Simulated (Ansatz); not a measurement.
**PH₃⁺, doublet along the distance P1-H2**

Starting geometry (PBE0/def2-TZVP stationary point for this spin, not checked as a minimum):

```xyz
4

P     0.0001    0.0000   -0.0329
H     1.3541    0.0145    0.3407
H    -0.6904    1.1668    0.3342
H    -0.6661   -1.1799    0.3374
```

From there H2 moves along the line of the two atoms named below, all else staying in place; atoms are numbered as listed. Energies are in kcal/mol, counted from the starting geometry at the same level. Kohn–Sham curves are unrestricted where that lies lower.

Basis 6-31G; Ansatz 0.2.0. Correlated methods freeze the noble-gas cores. Prefix R: restricted or restricted open-shell reference; prefix U: unrestricted.

Unrestricted rows (U, and Kohn–Sham where it breaks symmetry) aren't spin-pure: their determinants' ⟨S²⟩ exceeds S(S+1) by up to 1.01, so they mix in states of higher spin.

Full CI is exact within this basis and frozen core; it isn't the basis-set limit. The frozen core follows each run's orbitals, which can shift R against U totals by a few meV.

```csv
distance P1-H2 (Å),full CI,curve A,curve B,curve C,curve D
1.104,44.6,44.6,44.6,42.9,45.4
1.266,8.0,8.0,8.0,7.3,8.4
1.405,0.0,0.0,0.0,0.0,0.0
1.559,3.4,3.4,3.5,4.3,3.1
1.747,15.0,15.0,15.1,17.2,14.7
1.961,30.6,30.6,30.8,35.0,31.0
2.298,52.3,52.4,53.0,61.1,54.9
2.567,65.0,65.0,66.0,74.1,68.7
3.056,77.8,77.8,79.2,84.6,79.0
3.767,82.9,82.9,83.2,90.1,83.5
4.790,83.7,83.7,83.6,92.2,84.0
```

Q: The curves come from PBE, UCCSD(T), UCCSDT(Q), wB97M-V. Compare each with full CI and say which is which.

A: A: UCCSDT(Q), B: UCCSD(T), C: wB97M-V, D: PBE. Spread of the error against full CI, over the points where both stand: A 0.1, B 1.5, C 10.8, D 4.0 kcal/mol. wB97M-V at 4.790 Å lies 8.5 kcal/mol (10 %) above the reference in this basis.

In so small a basis the reference is far from its limit while semilocal and hybrid functionals are nearer theirs, so the functionals' errors here hold much of the reference's basis and frozen-core error, which can add to them or hide them. The set has no polarisation functions, which weighs most on the reference.
